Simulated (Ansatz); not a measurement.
One crystal and one scan (energy against volume) at two levels, PBE (plane waves to 420 eV, PAW, scalar-relativistic; Ansatz, an electronic-structure program) and r2SCAN (plane waves to 500 eV, PAW, scalar-relativistic; Ansatz), each from its own relaxed cell and on its own mesh. The cell shown is that of PBE.

BP (zinc blende)

```
CELL_PARAMETERS angstrom
      0.00000     2.27424     2.27424
      2.27424     0.00000     2.27424
      2.27424     2.27424     0.00000
ATOMIC_POSITIONS crystal
  P  0.75000 0.75000 0.75000
  B  0.00000 0.00000 0.00000
```

Equation-of-state scan: isotropic scaling of the cell above, V₀ being its volume. Symmetry pins the atoms to their sites.

E stands for the smeared free energy. BP was relaxed with its symmetry unable to fall. Percentages come from the unrounded values. Both scans cover V/V₀ from 0.900 to 1.100.

Results of PBE:

Lattice constant a (Å): 4.548
Pressure at the smallest volume (GPa): 20.8
Energy cost of the largest compression (meV/atom): 70.2
Energy cost of the largest expansion (meV/atom): 51.0
Bulk modulus B₀ (third-order Birch-Murnaghan fit) (GPa): 161.8
Pressure for 5 % compression (fit) (GPa): 9.2

Q: What does r2SCAN give for the same quantities?

A: 
```json
[
 {"quantity": "Lattice constant a (Å)", "r2SCAN": "4.537", "PBE − r2SCAN": "+0.011 (+0.3 %)"},
 {"quantity": "Pressure at the smallest volume (GPa)", "r2SCAN": "21.7", "PBE − r2SCAN": "-0.9 (-4 %)"},
 {"quantity": "Energy cost of the largest compression (meV/atom)", "r2SCAN": "72.8", "PBE − r2SCAN": "-2.6 (-3.5 %)"},
 {"quantity": "Energy cost of the largest expansion (meV/atom)", "r2SCAN": "53.0", "PBE − r2SCAN": "-2.0 (-3.8 %)"},
 {"quantity": "Bulk modulus B₀ (third-order Birch-Murnaghan fit) (GPa)", "r2SCAN": "169.3", "PBE − r2SCAN": "-7.5 (-4.4 %)"},
 {"quantity": "Pressure for 5 % compression (fit) (GPa)", "r2SCAN": "9.6", "PBE − r2SCAN": "-0.4 (-4 %)"}
]
```

PBE gives the higher value for: lattice constant a. PBE gives the lower value for: pressure at the smallest volume; energy cost of the largest compression; energy cost of the largest expansion; bulk modulus B₀; pressure for 5 % compression. For the lattice constant a the reference is 4.525 Å (measured, corrected to the static lattice; as given in Daniel Mejia-Rodriguez, S. B. Trickey, Physical Review B (2018), arXiv:1807.09216): within its tolerance of 0.3 % it doesn't tell which level is nearer. For the bulk modulus B₀ the reference is 176.5 GPa (measured, corrected to the static lattice; as given in Tamar Goldzak, Xiao Wang, Hong-Zhou Ye et al., The Journal of Chemical Physics (2022), arXiv:2208.04865): within its tolerance of 5 % it doesn't tell which level is nearer.  Neither level is exact: the differences show how much the result hangs on the functional.

(A scan under strain: stresses follow from slopes of the energy per volume, elastic moduli from its curvatures.)
